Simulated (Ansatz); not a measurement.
GeN⁺, triplet: the ladder up to UCCSDTQ

Geometry: a point of a stretch scan, not a stationary point.

| atom | x (Å) | y (Å) | z (Å) |
| --- | --- | --- | --- |
| Ge | 0.0000 | 0.0000 | 0.0000 |
| N | 0.0000 | 0.0000 | 3.0940 |

Basis cc-pVDZ; Ansatz 0.2.0. Correlated methods freeze the noble-gas cores and the filled d shells of p-block atoms, which leaves 8 electrons in 26 orbitals. Prefix R: restricted or restricted open-shell reference; prefix U: unrestricted. Active spaces: pair = (4e, 4o) about the gap; valence = (8e, 8o) chosen from the atoms' valence shells. No spin–orbit coupling is included, and no scalar relativity.

Full CI isn't at hand for all of this; UCCSDTQ serves as the reference, and is uncertain by the last step of the cluster series or more. The frozen core follows each run's orbitals, which can shift R against U totals by a few meV for light atoms and by up to 0.1 eV past Ca.

Unrestricted rows (U) aren't spin-pure: their determinants' ⟨S²⟩ exceeds S(S+1) by up to 1.01, so they mix in states of higher spin.

The R cluster runs have T1 = 0.207, too large to trust, so RMP2, RCCSD, RCCSD(T), RCCSDT(Q), RCCSDT aren't compared. BCCD(T) turns its orbitals far from the restricted determinant (T1 = 0.260 for the singles of that rotation), so its spin and state can't be checked, and it isn't compared.

```
UHF ⟨S²⟩                          : 3.012
T1 diagnostic (RCCSD)             : 0.2068
largest doubles amplitude (RCCSD) : 0.214
T1 diagnostic (UCCSD)             : 0.0094
```

| level | E − E(UCCSDTQ) (meV) | wall time |
| --- | --- | --- |
| UHF | 3730 | – |
| UMP2 | 910 | – |
| UCCSD | 49 | – |
| UCCSD(T) | 13 | 14 s |
| UCCSDT | 1 | – |
| UCCSDT(Q) | 0 | 23 s |

Run but not shown, since their state, orbitals or frozen core can't be matched to the reference's or they repeat it: RHF, RMP2, CISD, RCCSD, RCCSD(T), BCCD(T), RCCSDT, RCCSDT(Q), RCCSDTQ, CASSCF (pair space), NEVPT2 (pair space), CASSCF (valence space), NEVPT2 (valence space), MRCISD (valence space), MRCISD+Q (valence space).

Times hold each run's SCF and search for its determinant on a shared host, so for small cases they say little of a method's own cost; they ran on 1 thread of AMD EPYC 7R13.

Natural occupations of CASSCF (valence space) about the gap: 1.999 1.938 1.087 1.000 1.000 0.913 0.032 0.031; effectively unpaired electrons, Σ n²(2−n)², 3.99.
